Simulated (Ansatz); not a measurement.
A made-up structure of CH$_{2}$OSi, closed shell:

```xyz
5
angstrom
O 0.3059 -1.2004 1.9280
C 0.1271 -0.5375 0.8771
Si -0.1846 0.5255 -0.7743
H -0.8029 -0.3589 -1.5083
H 0.5544 1.5713 -0.5225
```

It is relaxed with PBE-D4/def2-SVP and then PBE0-D4/def2-TZVP (Ansatz 0.2.0). Atoms count as bonded within 1.22 times the sum of their covalent radii (H–H: 0.88 Å). The end point is not checked to be a true minimum.

(1) Does its bonding change? (Judge from chemistry; the calculation decides.)

Answers

(1) By the calculation: No: no bond forms or breaks.

Where it ends: The first stage lowers the energy by 2.35 eV in 9 steps. It ends as CH₂OSi ([O][C][SiH2]):
| atom | x (Å) | y (Å) | z (Å) |
| --- | --- | --- | --- |
| O1 | 0.3715 | -1.1175 | 1.6758 |
| C2 | 0.0676 | -0.4586 | 0.8047 |
| Si3 | -0.6671 | 0.7028 | -0.4572 |
| H4 | -0.4920 | -0.4250 | -1.4518 |
| H5 | 0.7200 | 1.2983 | -0.5715 |

Labels in which every atom is bracketed show which atoms are joined, not bond orders.

For scale, one of the runs: PBE0-D4/def2-TZVP relaxation, 111 basis functions, launched by `ansatz run in.yaml --threads 2 --pin off --events-out ev --progress --plain --max-ram 4352MiB`. The run took about 14 s on 2 CPU threads of an Arm Neoverse V2 (shared host).
